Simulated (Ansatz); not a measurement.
The same path of C₃H₈FN (13 atoms, charge 0, multiplicity 1) was run twice with different band settings. The coordinate that changes most is the dihedral H9–N2–C3–F5.

Computed with RKS B3LYP-D4/STO-3G in Ansatz 0.2.0.

Relaxed end points:

```xyz
13
Properties=species:S:1:pos:R:3
C -1.758 0.257 -0.785
N -0.591 -0.571 -0.282
C 0.425 0.346 0.385
C 1.652 -0.515 0.851
F 0.851 1.390 -0.468
H -1.457 1.109 -1.428
H -2.308 0.656 0.085
H -2.433 -0.401 -1.358
H -0.104 -0.925 -1.158
H -0.088 0.786 1.280
H 1.307 -1.300 1.540
H 2.139 -0.987 -0.015
H 2.386 0.122 1.368
```

```xyz
13
Properties=species:S:1:pos:R:3
C -1.087 -0.184 -1.229
N -1.171 -0.274 0.279
C 0.003 0.454 0.939
C 1.446 -0.006 0.479
F -0.154 1.828 0.699
H -0.203 -0.684 -1.675
H -1.066 0.882 -1.509
H -1.997 -0.643 -1.655
H -1.031 -1.298 0.523
H -0.099 0.234 2.036
H 1.547 -1.097 0.587
H 1.628 0.270 -0.569
H 2.205 0.482 1.108
```

Common settings: movable images 5; climbing image yes; optimiser quadratic models (default); start path IDPP; force threshold 0.03 eV/Å; iteration limit 60; end points relaxed.

| run | spring |
| --- | --- |
| 1 | 5.0 eV/Å² |
| 2 | 0.5 eV/Å² |

Problem. What does each run give, and how far can it be trusted?

Solution. Run 1: converged after 6 iterations, highest image 0.250 eV above the first end. A vibrational analysis at the climbing image gives one clearly imaginary mode, 114i cm⁻¹: a first-order saddle point.
Run 2: converged after 6 iterations, highest image 0.250 eV above the first end. Another band between the same ends (5 images) ends at a top of the same energy, where a vibrational analysis finds 1 clearly imaginary mode.
Limits of this set-up: minimal basis.
